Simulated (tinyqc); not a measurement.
Inside a calculation (part 3 of 3). Method: CCD on RHF in the sto-6g basis, frozen core, for NH3, spin multiplicity 1. Computed by tinyqc, a small Python program that keeps every step (integrals from PySCF). Command: `OMP_NUM_THREADS=1 python tinyqc.py 31873 31874 out.jsonl` (the two numbers bound the seeds that draw the settings). One thread of a shared host (Intel(R) Xeon(R) Processor @ 2.60GHz), about 0.2 s of CPU time with the checks.

Geometry (angstrom):
```
atom          x          y         z
N      0.000000   0.000000  0.108000
H      1.057000   0.000000  0.000000
H     -0.528000   0.915000  0.000000
H     -0.528000  -0.915000  0.000000
```

## Integrals over molecular orbitals

coefficients C:
```
              MO1        MO2        MO3        MO4        MO5        MO6        MO7        MO8
1N 1s    0.996157  -0.212210   0.000000  -0.000038  -0.025332  -0.178968   0.000226   0.000000
1N 2s    0.018972   0.756929   0.000000   0.000237   0.135663   1.232907  -0.001875   0.000000
1N 2px  -0.000003  -0.000142   0.000000   0.579778  -0.000038   0.001143   1.057971   0.000000
1N 2py   0.000000   0.000000   0.579752   0.000000   0.000000   0.000000   0.000000   1.058374
1N 2pz  -0.001017  -0.038502   0.000000   0.000039   0.990313  -0.162146   0.000240   0.000000
2H 1s   -0.003782   0.167212   0.000000   0.491462  -0.040692  -0.696188  -0.952602   0.000000
3H 1s   -0.003787   0.167423   0.425464  -0.245576  -0.040672  -0.695003   0.477664  -0.826124
4H 1s   -0.003787   0.167423  -0.425464  -0.245576  -0.040672  -0.695003   0.477664   0.826124
```

core Hamiltonian H = T + V (hartree):
```
             1N 1s      1N 2s     1N 2px     1N 2py     1N 2pz      2H 1s      3H 1s      4H 1s
1N 1s   -25.931758  -5.668707   0.000011   0.000000   0.004643  -1.335209  -1.336997  -1.336997
1N 2s    -5.668707  -7.661923   0.000080   0.000000   0.051464  -3.047712  -3.050451  -3.050451
1N 2px    0.000011   0.000080  -6.450458   0.000000  -0.000016  -2.342997   1.171787   1.171787
1N 2py    0.000000   0.000000   0.000000  -6.450685   0.000000   0.000000  -2.030657   2.030657
1N 2pz    0.004643   0.051464  -0.000016   0.000000  -6.278532   0.252340   0.252636   0.252636
2H 1s    -1.335209  -3.047712  -2.342997   0.000000   0.252340  -4.451425  -0.926265  -0.926265
3H 1s    -1.336997  -3.050451   1.171787  -2.030657   0.252636  -0.926265  -4.453122  -0.926673
4H 1s    -1.336997  -3.050451   1.171787   2.030657   0.252636  -0.926265  -0.926673  -4.453122
```

Given earlier and not repeated: Two-electron integrals (ij|kl) in chemists' order.

(pq|rs) = sum C_ip C_jq C_kr C_ls (ij|kl), one index at a time.

one-electron integrals over orbitals h = C^T H C (hartree):
```
            1          2          3          4          5          6          7          8
1  -25.918566   0.457356   0.000000   0.000089   0.051289   0.388173  -0.000500   0.000000
2    0.457356  -6.321309   0.000000   0.000110  -0.065665  -1.274409   0.001799   0.000000
3    0.000000   0.000000  -5.448423   0.000000   0.000000   0.000000   0.000000  -1.362770
4    0.000089   0.000110   0.000000  -5.447736  -0.000092  -0.002187  -1.362832   0.000000
5    0.051289  -0.065665   0.000000  -0.000092  -6.262211   0.154917  -0.000119   0.000000
6    0.388173  -1.274409   0.000000  -0.002187   0.154917  -4.448088  -0.000525   0.000000
7   -0.000500   0.001799   0.000000  -1.362832  -0.000119  -0.000525  -4.937162   0.000000
8    0.000000   0.000000  -1.362770   0.000000   0.000000   0.000000   0.000000  -4.937234
```

Two-electron integrals over orbitals (pq|rs), unique and non-zero (hartree); the lowest 1 orbital is frozen and left out:
```
(22|22) 0.589728    (32|32) 0.123420    (33|22) 0.543798    (33|33) 0.570349
(42|22) -0.000083   (42|33) -0.049766   (42|42) 0.123331    (43|32) -0.049754
(43|43) 0.045855    (44|22) 0.543684    (44|33) 0.478485    (44|42) 0.049820
(44|44) 0.570335    (52|22) -0.006254   (52|33) -0.000715   (52|42) 7.14e-07
(52|44) -0.000715   (52|52) 0.116142    (53|32) -0.000934   (53|43) 0.002795
(53|53) 0.024862    (54|22) 0.000007    (54|33) 0.002801    (54|42) -0.000934
(54|44) -0.002794   (54|52) 0.000017    (54|54) 0.024856    (55|22) 0.628137
(55|33) 0.547858    (55|42) -0.000010   (55|44) 0.547798    (55|52) 0.032419
(55|54) 0.000019    (55|55) 0.764068    (62|22) 0.110188    (62|33) 0.067473
(62|42) 0.000067    (62|44) 0.067469    (62|52) -0.007106   (62|54) 0.000010
(62|55) 0.156656    (62|62) 0.082275    (63|32) -0.029622   (63|43) 0.036960
(63|53) 0.004004    (63|63) 0.063455    (64|22) 0.000218    (64|33) 0.037131
(64|42) -0.029663   (64|44) -0.036897   (64|52) 0.000015    (64|54) 0.004013
(64|55) 0.000259    (64|62) 0.000154    (64|64) 0.063586    (65|22) -0.021124
(65|33) -0.009396   (65|42) 0.000018    (65|44) -0.009378   (65|52) 0.071421
(65|54) 0.000041    (65|55) -0.008575   (65|62) -0.019793   (65|64) -0.000022
(65|65) 0.052642    (66|22) 0.495003    (66|33) 0.480686    (66|42) 0.000226
(66|44) 0.480883    (66|52) -0.021195   (66|54) -0.000011   (66|55) 0.503939
(66|62) 0.050473    (66|64) -0.000021   (66|65) -0.020382   (66|66) 0.471438
(72|22) -0.000168   (72|33) 0.013977    (72|42) 0.033775    (72|44) -0.014149
(72|52) 1.22e-06    (72|54) 0.006382    (72|55) -0.000220   (72|62) -0.000063
(72|64) 0.041610    (72|65) 0.000029    (72|66) -0.000037   (72|72) 0.056257
(73|32) 0.043870    (73|43) -0.015612   (73|53) -0.002655   (73|63) -0.030885
(73|73) 0.035675    (74|22) 0.118137    (74|33) 0.093547    (74|42) -0.043790
(74|44) 0.062380    (74|52) 0.012486    (74|54) 0.002658    (74|55) 0.157058
(74|62) 0.084566    (74|64) 0.030988    (74|65) -0.007429   (74|66) 0.044788
(74|72) 0.001829    (74|74) 0.132635    (75|22) 0.000011    (75|33) -0.005714
(75|42) 0.014141    (75|44) 0.005739    (75|52) -0.000095   (75|54) 0.020835
(75|55) -9.67e-07   (75|62) 0.000029    (75|64) -0.005305   (75|65) -0.000035
(75|66) 0.000049    (75|72) 0.004864    (75|74) -0.005449   (75|75) 0.024629
(76|22) -0.000024   (76|33) -0.053433   (76|42) 0.106541    (76|44) 0.053574
(76|52) 0.000030    (76|54) -0.004467   (76|55) 0.000043    (76|62) 0.000070
(76|64) -0.050355   (76|65) 0.000032    (76|66) 0.000267    (76|72) 0.009156
(76|74) -0.051263   (76|75) 0.012086    (76|76) 0.117742    (77|22) 0.549255
(77|33) 0.487895    (77|42) 0.027418    (77|44) 0.561104    (77|52) 0.004688
(77|54) -0.003817   (77|55) 0.567452    (77|62) 0.082114    (77|64) -0.040070
(77|65) -0.007733   (77|66) 0.492383    (77|72) -0.024833   (77|74) 0.079359
(77|75) 0.003260    (77|76) 0.041303    (77|77) 0.584398    (82|32) 0.033731
(82|43) 0.014081    (82|53) 0.006384    (82|63) 0.041615    (82|73) -0.002049
(82|82) 0.056249    (83|22) 0.118071    (83|33) 0.062398    (83|42) 0.043814
(83|44) 0.093582    (83|52) 0.012489    (83|54) -0.002644   (83|55) 0.157043
(83|62) 0.084584    (83|64) -0.030732   (83|65) -0.007412   (83|66) 0.045004
(83|72) -0.002104   (83|74) 0.064324    (83|75) 0.005463    (83|76) 0.051388
(83|77) 0.102994    (83|83) 0.132667    (84|32) 0.043835    (84|43) -0.015565
(84|53) -0.002648   (84|63) -0.030799   (84|73) 0.032807    (84|82) -0.001989
(84|84) 0.035593    (85|32) 0.014148    (85|43) -0.005717   (85|53) 0.020836
(85|63) -0.005295   (85|73) 0.005465    (85|82) 0.004863    (85|84) 0.005460
(85|85) 0.024630    (86|32) 0.106535    (86|43) -0.053353   (86|53) -0.004456
(86|63) -0.050179   (86|73) 0.051384    (86|82) 0.009174    (86|84) 0.051323
(86|85) 0.012080    (86|86) 0.117577    (87|32) -0.027816   (87|43) 0.036776
(87|53) 0.003835    (87|63) 0.040356    (87|73) -0.012047   (87|82) 0.024684
(87|84) -0.011992   (87|85) -0.003296   (87|86) -0.041565   (87|87) 0.040309
(88|22) 0.549335    (88|33) 0.561273    (88|42) -0.027681   (88|44) 0.487744
(88|52) 0.004691    (88|54) 0.003839    (88|55) 0.567512    (88|62) 0.082155
(88|64) 0.040477    (88|65) -0.007744   (88|66) 0.492236    (88|72) 0.024579
(88|74) 0.103106    (88|75) -0.003277   (88|76) -0.041479   (88|77) 0.504261
(88|83) 0.079241    (88|88) 0.584659
```

## CCD: starting amplitudes

orbital energies (hartree): MO1 -15.464714, MO2 -1.021361, MO3 -0.551079, MO4 -0.550832, MO5 -0.308795, MO6 0.526162, MO7 0.728322, MO8 0.728901

t_ij^ab = <ij||ab> / (e_i + e_j - e_a - e_b), whose energy is MP2.

Starting amplitudes (spin orbitals 1a, 1b, ...; amplitudes related by a flip of all spins are not repeated; the 24 largest):
```
from      to          t
4a 4b  7a 7b  -0.051845
3a 3b  8a 8b  -0.051824
5a 5b  6a 6b  -0.031524
2a 4b  6a 7b  -0.029917
2a 3b  6a 8b  -0.029915
4a 4b  6a 6b  -0.029520
3a 3b  6a 6b  -0.029452
2a 2b  6a 6b  -0.026583
3a 4b  7b 8a   0.025135
2a 2b  7a 7b  -0.016076
2a 2b  8a 8b  -0.016069
2a 4a  6a 7a  -0.015197
2a 3a  6a 8a  -0.015197
2a 4b  6b 7a   0.014720
2a 3b  6b 8a   0.014718
3a 3b  7a 7b  -0.013942
4a 4b  8a 8b  -0.013906
4a 4b  6a 7b  -0.013152
3a 3b  6a 7b   0.013105
3a 4b  6a 8b   0.013067
3a 4b  6b 8a  -0.013039
3a 4b  7a 8b  -0.012819
3a 4a  7a 8a   0.012316
5a 5b  7a 7b  -0.011874
```

correlation energy = -0.04863570 hartree

## CCD: amplitude update 1

t_ij^ab D_ij^ab are set to the remaining terms of the spin-orbital equations, evaluated with the old amplitudes; for the doubles these are <ij||ab> + 1/2 <ab||ef> t_ij^ef + 1/2 <mn||ij> t_mn^ab + P(ij)P(ab) <mb||ej> t_im^ae + terms in t^2, D the orbital-energy denominators.

Amplitudes after update 1 (spin orbitals 1a, 1b, ...; amplitudes related by a flip of all spins are not repeated; the 24 largest):
```
from      to          t
4a 4b  7a 7b  -0.065837
3a 3b  8a 8b  -0.065805
5a 5b  6a 6b  -0.039982
4a 4b  6a 6b  -0.039697
3a 3b  6a 6b  -0.039599
2a 4b  6a 7b  -0.037505
2a 3b  6a 8b  -0.037498
3a 4b  7b 8a   0.030342
2a 2b  6a 6b  -0.029610
2a 4b  6b 7a   0.022009
2a 3b  6b 8a   0.022001
3a 4b  7a 8b  -0.019396
2a 2b  7a 7b  -0.019171
2a 2b  8a 8b  -0.019164
4a 4b  6a 7b  -0.018328
3a 3b  6a 7b   0.018270
3a 4b  6a 8b   0.018211
3a 4b  6b 8a  -0.018183
3a 3b  7a 7b  -0.016166
4a 4b  8a 8b  -0.016116
2a 3a  6a 8a  -0.015498
2a 4a  6a 7a  -0.015495
5a 5b  7a 7b  -0.013109
5a 5b  8a 8b  -0.013101
```

correlation energy = -0.06127583 hartree

## CCD: amplitude update 2

As before.

Amplitudes after update 2 (spin orbitals 1a, 1b, ...; amplitudes related by a flip of all spins are not repeated; the 24 largest):
```
from      to          t
4a 4b  7a 7b  -0.070453
3a 3b  8a 8b  -0.070415
4a 4b  6a 6b  -0.043551
3a 3b  6a 6b  -0.043442
5a 5b  6a 6b  -0.042685
2a 4b  6a 7b  -0.039556
2a 3b  6a 8b  -0.039548
3a 4b  7b 8a   0.031718
2a 2b  6a 6b  -0.030240
2a 4b  6b 7a   0.024854
2a 3b  6b 8a   0.024843
3a 4b  7a 8b  -0.022399
4a 4b  6a 7b  -0.020128
3a 3b  6a 7b   0.020067
2a 2b  7a 7b  -0.020018
2a 2b  8a 8b  -0.020011
3a 4b  6a 8b   0.019999
3a 4b  6b 8a  -0.019974
3a 3b  7a 7b  -0.016407
4a 4b  8a 8b  -0.016352
2a 3a  6a 8a  -0.014705
2a 4a  6a 7a  -0.014702
2a 5b  6a 6b   0.012949
5a 5b  7a 7b  -0.012752
```

correlation energy = -0.06512698 hartree

## CCD: convergence

E_corr = 1/4 sum <ij||ab> t_ij^ab; stop when the norm of the change is below 1e-8.

Course of the amplitude iterations:
```
update  correlation energy (hartree)  norm of the change
0                        -0.04863570                   -
1                        -0.06127583            7.93e-02
2                        -0.06512698            2.82e-02
3                        -0.06644064            1.08e-02
4                        -0.06691996            4.33e-03
5                        -0.06710176            1.78e-03
6                        -0.06717242            7.58e-04
7                        -0.06720039            3.32e-04
8                        -0.06721164            1.50e-04
9                        -0.06721624            6.87e-05
10                       -0.06721815            3.21e-05
11                       -0.06721895            1.52e-05
12                       -0.06721929            7.23e-06
13                       -0.06721944            3.46e-06
14                       -0.06721951            1.66e-06
15                       -0.06721954            8.00e-07
16                       -0.06721955            3.86e-07
17                       -0.06721956            1.86e-07
18                       -0.06721956            9.01e-08
19                       -0.06721956            4.36e-08
20                       -0.06721956            2.11e-08
21                       -0.06721956            1.02e-08
22                       -0.06721956            4.95e-09
```

Converged amplitudes (spin orbitals 1a, 1b, ...; amplitudes related by a flip of all spins are not repeated; the 24 largest):
```
from      to          t
4a 4b  7a 7b  -0.073303
3a 3b  8a 8b  -0.073260
4a 4b  6a 6b  -0.045723
3a 3b  6a 6b  -0.045608
5a 5b  6a 6b  -0.044403
2a 4b  6a 7b  -0.040550
2a 3b  6a 8b  -0.040541
3a 4b  7b 8a   0.032490
2a 2b  6a 6b  -0.030725
2a 4b  6b 7a   0.026697
2a 3b  6b 8a   0.026683
3a 4b  7a 8b  -0.024701
4a 4b  6a 7b  -0.021008
3a 3b  6a 7b   0.020944
3a 4b  6a 8b   0.020868
3a 4b  6b 8a  -0.020847
2a 2b  7a 7b  -0.020441
2a 2b  8a 8b  -0.020435
3a 3b  7a 7b  -0.016183
4a 4b  8a 8b  -0.016126
2a 5b  6a 6b   0.013924
2a 3a  6a 8a  -0.013858
2a 4a  6a 7a  -0.013853
5a 5b  7a 7b  -0.011864
```

CCD total energy = -56.03195537 hartree

Converged in 22 updates.
